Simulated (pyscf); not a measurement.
## Hydrogen abstraction: HO–SiH: (SMILES O[SiH]) [singlet] + H• (SMILES [H]) → [O=SiH]• (SMILES O=[SiH]) + H₂ (SMILES [H][H])

Gas phase, doublet surface, charge 0. Bonds broken: O1–H3. Bonds formed: H3–H5. PySCF, gas phase, ωB97X-D3(BJ)/def2-SVP geometries.

Transition state (Å):

```xyz
5

O     -0.2924    -0.2674     0.4312
Si    -1.3061     1.0160     0.4927
H     -0.5920    -1.2990     0.0304
H     -2.6011     0.4293    -0.0911
H     -0.9505    -2.1416    -0.3320
```

One imaginary mode, 2206i cm⁻¹; descent along it reached the two sides named.

| bond | change | reactant side (Å) | saddle | product side |
|---|---|---|---|---|
| O1–H3 | breaks | 0.965 | 1.147 | 2.407 |
| H3–H5 | forms | 2.590 | 0.985 | 0.762 |

Electronic energies relative to the separated reactants (kJ/mol):

```
level                   barrier  reaction energy  reverse barrier
----------------------  -------  ---------------  ---------------
ωB97X-D3(BJ)/def2-TZVP     41.1            -79.7            120.8
PBE/def2-TZVP             -12.4           -101.1             88.7
r²SCAN/def2-TZVP           -9.5           -112.0            102.5
B3LYP-D3(BJ)/def2-TZVP      0.2            -99.9            100.1
PBE0-D3(BJ)/def2-TZVP      18.4            -79.9             98.3
M06-2X/def2-TZVP           41.2            -73.7            114.9
ωB97M-D3(BJ)/def2-TZVP     40.0            -73.4            113.4
HF/def2-TZVP              103.5            -28.0            131.6
```

With ωB97M-D3(BJ)/def2-TZVP energies and thermal terms (ideal gas, 1 atm, RRHO with modes under 100 cm⁻¹ raised to 100, one conformer, R ln 2 for rigid chiral ones), in kJ/mol:

| T (K) | ΔH‡ | ΔG‡ | ΔH | ΔG |
|---|---|---|---|---|
| 298 | 28.2 | 57.0 | -76.8 | -81.4 |
| 600 | 26.2 | 87.0 | -77.4 | -86.0 |
| 900 | 25.5 | 117.6 | -79.3 | -89.8 |
| 1200 | 25.2 | 148.3 | -81.6 | -93.0 |

At PBE, r²SCAN this geometry lies under the reactants; that is no barrier but a single point on another level's saddle; such a level's own saddle, if it has one, lies nearer that side and is low. This is the saddle that the search found; another between the same sides may lie lower. The angle at the transferred H is 174°.
